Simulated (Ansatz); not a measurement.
C4H6F2 can be A, `C[C@@]1(F)C[C@H]1F`, or B, `FCC1(F)CC1`.

Gas-phase electronic energies from Ansatz, PBE0-D4/def2-TZVP geometries. CCSD(T)/CBS adds triple-zeta CCSD(T) − MP2 to the extrapolated MP2 energy (def2 sets, frozen cores). DFT in def2-TZVPP. B3LYP here is the variant with VWN-RPA as its local correlation; programs differ in this. One conformer a species, not always the lowest.

A:

Z-matrix (Å, degrees):
```
C
C 1 1.490
H 1 1.092 2 110.3
H 1 1.092 2 110.1 3 120.1
H 1 1.090 2 110.4 3 -120.4
F 2 1.372 1 112.5 3 -63.5
C 2 1.499 1 122.1 3 80.7
C 2 1.482 1 122.4 3 153.5
H 7 1.083 2 118.5 1 -142.0
H 7 1.083 2 116.7 1 3.9
F 8 1.362 2 118.8 1 -2.9
H 8 1.084 2 118.5 1 139.7
```

B:

Z-matrix (Å, degrees):
```
C
C 1 1.501
F 1 1.378 2 109.9
H 1 1.094 2 110.2 3 -119.6
H 1 1.094 2 110.2 3 119.5
C 2 1.480 1 122.7 3 -37.4
F 2 1.370 1 109.0 3 -180.0
C 2 1.480 1 122.7 3 37.4
H 6 1.082 2 116.5 1 -140.1
H 6 1.083 2 118.0 1 4.5
H 8 1.083 2 118.0 1 -4.5
H 8 1.082 2 116.5 1 140.1
```

**Question.** Which isomer does CCSD(T)/CBS put lower? Give the gap. (Best estimate.)

**Answer.** Computed: A, by 0.3 kcal/mol. So small a gap doesn't settle the order.

**Question.** Give E(B) − E(A) in kcal/mol with HF/def2-TZVPP, CCSD(T)/def2-TZVPP, MP2/def2-TZVPP, B3LYP-D4, PBE0-D4, CCSD/def2-TZVPP, B3LYP. (An estimate is asked.)

**Answer.** The calculation gave: HF/def2-TZVPP -0.5, CCSD(T)/def2-TZVPP 0.1, MP2/def2-TZVPP 0.1, B3LYP-D4 0.8, PBE0-D4 1.0, CCSD/def2-TZVPP 0.0, B3LYP 0.8. The order is the other way round with HF/def2-TZVPP.

Largest T1 diagnostic: 0.011.
